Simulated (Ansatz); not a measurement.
How far each method lies from UCCSDT(Q) for H$_{3}$Si–SiH, triplet

Geometry: displaced at random from a stationary point.

```yaml
atoms:
  - { symbol: Si, position_ang: [0.0027, -0.0348, 1.1153] }
  - { symbol: Si, position_ang: [0.0019, 0.0791, -1.2090] }
  - { symbol: H, position_ang: [1.2589, -0.6967, 1.5685] }
  - { symbol: H, position_ang: [-0.0529, 1.3404, 1.6019] }
  - { symbol: H, position_ang: [-1.3043, -0.7434, 1.5468] }
  - { symbol: H, position_ang: [-0.0316, -1.1332, -2.1062] }
```

Basis cc-pVDZ; Ansatz 0.2.0. Correlated methods freeze the noble-gas cores, which leaves 12 electrons in 46 orbitals. Prefix R: restricted or restricted open-shell reference; prefix U: unrestricted.

Full CI isn't at hand for all of this; UCCSDT(Q) serves as the reference, and is uncertain by about the last step of the cluster series. The frozen core follows each run's orbitals, which can shift R against U totals by a few meV.

For open shells CISD is restricted-active-space CI with the open shells as a complete middle space.

The UHF ⟨S²⟩ is 2.012, the T1 diagnostic (RCCSD) is 0.0205 and the largest doubles amplitude (RCCSD) is 0.038. The T1 diagnostic (UCCSD) is 0.0159.

| level | E − E(UCCSDT(Q)) (kcal/mol) | share of correlation (%) | wall time |
| --- | --- | --- | --- |
| RHF | 140.63 | 0.00 | – |
| UHF | 138.88 | 1.25 | – |
| RMP2 | 31.75 | 77.42 | – |
| UMP2 | 31.67 | 77.48 | – |
| CISD | 15.74 | 88.81 | 4.4 s |
| RCCSD | 4.38 | 96.89 | – |
| UCCSD | 4.33 | 96.92 | – |
| RCCSD(T) | 0.94 | 99.33 | 1.8 s |
| UCCSD(T) | 0.93 | 99.34 | 1.7 s |
| BCCD(T) | 0.92 | 99.35 | 2.3 s |
| RCCSDT | 0.15 | 99.89 | – |
| UCCSDT | 0.14 | 99.90 | – |
| RCCSDT(Q) | 0.01 | 99.99 | 2 min |

The correlation energy at UCCSDT(Q), counted from RHF, is -6.098 eV. That run took 1.7 min on 1 thread of Arm Neoverse V1, shared host.

Times hold each run's SCF and search for its determinant on a shared host, so for small cases they say little of a method's own cost; they ran on 1 thread of Arm Neoverse V1.
